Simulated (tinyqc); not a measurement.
Inside a calculation. Method: geometry optimisation on the B3LYP (VWN-RPA form)/sto-3g surface (energies and gradients from PySCF), for OH-, spin multiplicity 1. The basis has no diffuse functions, so it cannot describe the extra electron: this is an exercise in the method, not the real anion. One step of it, computed by the program tinyqc.

Question. Step 1: move. Quasi-Newton step p = -H^(-1) g (first H = 1 times the unit matrix); steps longer than 0.1 bohr are cut back (factor 0.500 here).

positions at the start (bohr), order 1O, 2H:
$$\begin{pmatrix}
0.000000 & 0.000000 & 0.000000 \\
0.000000 & 0.000000 & 1.797130
\end{pmatrix}$$

gradient (hartree/bohr), order 1O, 2H:
$$\begin{pmatrix}
0.00000000 & 0.00000000 & 0.14146759 \\
0.00000000 & 0.00000000 & -0.14146959
\end{pmatrix}$$

Give: positions after step 1.

Answer.

positions after step 1 (bohr), order 1O, 2H:
$$\begin{pmatrix}
0.0000 & 0.0000 & -0.0707 \\
0.0000 & 0.0000 & 1.8678
\end{pmatrix}$$
